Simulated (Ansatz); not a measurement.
Cost and result for the atomization energy of C3H3FO, SMILES `FC1C=CO1` (8 atoms, 8 bonds).

Charge 0, multiplicity 1. The structure was optimised at the PBE0-D4/def2-TZVP level. Program: Ansatz. All runs use 2 threads of an Arm Neoverse V1 on a shared host. Times are those of one run each, without the atoms' runs, and a repeat can differ threefold. Electronic energies, without spin–orbit coupling; frozen cores. CCSD(T)/CBS adds CCSD(T) − MP2 in def2-TZVPP to the MP2 limit, and its time is that of the two runs behind it. T1 = 0.014.

CCSD(T)/CBS is a level of theory with its own doubt, some kJ/mol a heavy atom from the limit and from the frozen cores, so smaller differences don't rank the functionals.

```
                             level  functions  wall time  atomization (kcal/mol)  difference from CCSD(T)/CBS  per bond
              revPBE-D4/def2-TZVPP        197      2.5 s                   821.4                         11.0       1.4
                BLYP-D4/def2-TZVPP        197      2.5 s                   816.3                          5.9       0.7
                PBE0-D4/def2-TZVPP        197      3.3 s                   821.8                         11.4       1.4
               BHLYP-D4/def2-TZVPP        197      3.3 s                   769.8                        -40.6      -5.1
                  CCSD(T)/def2-SVP         85      4.8 s                   771.9                        -38.5      -4.8
             r2SCANh-D4/def2-TZVPP        197        6 s                   808.2                         -2.2      -0.3
                 B2PLYP/def2-TZVPP        197        6 s                   803.4                         -7.0      -0.9
r2SCAN-D4/def2-TZVPP (with forces)        197      6.5 s                   817.1                          6.7       0.8
               PBE-QIDH/def2-TZVPP        197      6.5 s                   810.1                         -0.3       0.0
  ωB97M-V/def2-TZVPP (with forces)        197       13 s                   815.3                          4.9       0.6
                    MP2/def2-QZVPP        375       23 s                   829.4                         19.0       2.4
                CCSD(T)/def2-TZVPP        197      110 s                   787.8                        -22.6      -2.8
                 CCSD(T)/CBS(def2)          –    2.3 min                   810.4                          0.0       0.0
```

From r2SCAN to r2SCAN0 (25 % exact exchange), in def2-TZVPP and without D4, the atomization energy moves by −21.8 kcal/mol: exact exchange takes away binding that semilocal exchange gives to molecules. In def2-TZVPP, CCSD(T) changes the Hartree–Fock value by +232.4 kcal/mol (the triples alone add +18.0 kcal/mol) and MP2 by +260.7 kcal/mol; breaking electron pairs costs correlation energy, which Hartree–Fock lacks. At CCSD(T), def2-SVP lies −38.5 kcal/mol from the extrapolated value and def2-TZVPP −22.6 kcal/mol: correlation converges slowly with the basis, and small sets miss more of it in the bonded molecule than in its fragments.
